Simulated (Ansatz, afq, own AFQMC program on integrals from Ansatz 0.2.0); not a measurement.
Integrals from Ansatz 0.2.0, then the random walk in our own AFQMC program (afq).

```yaml
crystal:
  periodic: [false, false, false]
  atoms:
    - {symbol: Ge, position_ang: [0.000000, -0.056494, 0.321116]}
    - {symbol: O, position_ang: [0.000000, 0.170933, -1.519976]}
    - {symbol: H, position_ang: [0.000000, 1.358088, 0.985018]}
basis:
  gaussian: {orbitals: cc-pVDZ}
magnetization: {spin_polarized: true, initial_magnetization: 3}
correlation: {method: ccsd_t, electrons: outside_noble_gas, hamiltonian_folder: ham}
```

```sh
$ ansatz run in.yaml --threads 1 --pin off --events-out ev --progress --plain --max-ram 1382MiB
```

Options of the walk:

```
--method free --trial cisd --walkers 60 --time-step 0.03 --max-blocks 80 --target-error 0.0004 --factor-cut 1e-05 --seed 4049 --times 0,0.21,0.42,0.81,1.2,1.8,2.4,3 --taylor-order 8
```

Times are imaginary, in 1/Eh. The walk had a cap of 766 s. Filled inner d shells are frozen with the cores.

```
orbitals 31  electrons 7 4  factors 235 of 500
reference energy -2150.67030801 Eh
CCSD correlation -0.22613532 Eh in 15 cycles, weight of the determinant in the CISD state 0.8990
repeat  energy at the last time / Eh  error
    10  -2150.900630  0.001245
    20  -2150.902973  0.001047
    30  -2150.903430  0.000784
    40  -2150.903364  0.000662
    50  -2150.903630  0.000617
    60  -2150.903431  0.000534
    70  -2150.903520  0.000492
    80  -2150.903583  0.000450
time / (1/Eh)  energy / Eh  error  mean overlap
  0.00  -2150.896460  0.000196  1.1115
  0.21  -2150.899599  0.000232  1.1058
  0.42  -2150.901038  0.000219  1.1025
  0.81  -2150.902259  0.000234  1.0977
  1.20  -2150.902437  0.000274  1.1048
  1.80  -2150.903056  0.000327  1.1104
  2.40  -2150.903395  0.000392  1.0979
  3.00  -2150.903583  0.000450  1.0958
energy -2150.903583 +/- 0.000450 Eh
```

Problem. Estimate how long the walk took on 1 thread of Arm Neoverse V2, on a shared host.

Solution. 2.2 min of wall time.

The run passed its tests (error under three times the target), which doesn't prove that it has relaxed.

Against this walk (error 12.3 meV) on the same determinant: CCSD(T) 50.0 meV higher, CCSDT(Q) 4.5 meV higher (within the noise). The error is statistical, and a free projection of finite length keeps a remainder of its start. The last points still move (meV from the last: 36 ± 6 at 0.81, 31 ± 7 at 1.20, 14 ± 9 at 1.80, 5 ± 11 at 2.40, 0 ± 12 at 3.00), but the last one has reached CCSDT(Q) within the noise or passed it, so little can be left to fall.

Cautions: remainder of the start not in the error; error above the target (12.3 against 10.9 meV); no relativity below Rb; no spin-orbit coupling; inner d shell frozen; lower spins were not checked.

CCSDT and higher add their correlation energy to the determinant of the CCSD(T) run, since their own runs factorise the integrals more tightly (a shift of under 2 meV). A walk keeps the symmetry of its determinant, which the program's search chose and which needn't be the lowest solution, so a lower state of the same spin and another symmetry isn't excluded.
